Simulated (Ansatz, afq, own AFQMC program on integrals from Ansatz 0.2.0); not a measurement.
**Where AFQMC and coupled cluster stand for BNH, doublet**

```xyz
3

B     0.0000    0.0000    0.0488
N     0.0000    0.0000   -1.4018
H     0.0000    0.0000    1.3530
```

Connectivity, by distances: BH–N.

Basis 6-31G. Noble-gas cores (and the filled d shells of Ga–Kr and In–Xe) are frozen. Ansatz 0.2.0 and our own AFQMC program on the same integrals; the CISD trial comes from CCSD amplitudes, and released means the phaseless constraint is let go. ± is one standard error of the sampling.

Determinant: UHF, the one that the program's search chose, which needn't be the lowest solution. The geometry is a point of a scan.

Full CI on the same integrals is exact in this basis and with this determinant's frozen core.

Cautions: strong correlation (T1 0.086, weight of the determinant 0.77, largest double 0.17); unrestricted determinant spin contaminated (⟨S²⟩ 1.15 against 0.75); the released energies are still falling, so no released level is given (meV from the phaseless value at times in 1/Eh: -10 ± 4 at 0.24, -18 ± 3 at 0.51, -18 ± 3 at 0.99, -26 ± 6 at 1.62, -31 ± 4 at 2.40), though the last usable value meets full CI within the noise.

The T1 diagnostic is 0.0857 and the weight of the determinant in the CISD state is 0.773. The ⟨S²⟩ of the determinant is 1.149 and the size of the correlated space is 9 electrons in 18 orbitals.

Reference: full CI, correlation energy -4.587 eV. The cautions show a poor starting determinant, so the rows tell how each method copes with it here, and full CI is the sure value.

```
        level  E − E(reference) (mEh)  share of correlation (%)
           HF                  168.56                      0.00
          MP2                   49.47                     70.65
         CCSD                    7.78                     95.38
      CCSD(T)                    2.56                     98.48
        CCSDT                    0.59                     99.65
     CCSDT(Q)                   -0.26                    100.15
       CCSDTQ                    0.04                     99.98
  ph-AFQMC/HF             0.23 ± 0.90                     99.86
ph-AFQMC/CISD             1.03 ± 0.17                     99.39
```

CCSDT and higher add their correlation energy to the determinant of the CCSD(T) run, since their own runs factorise the integrals more tightly (a shift of under 2 meV). A walk keeps the symmetry of its determinant, which the program's search chose and which needn't be the lowest solution, so a lower state of the same spin and another symmetry isn't excluded.
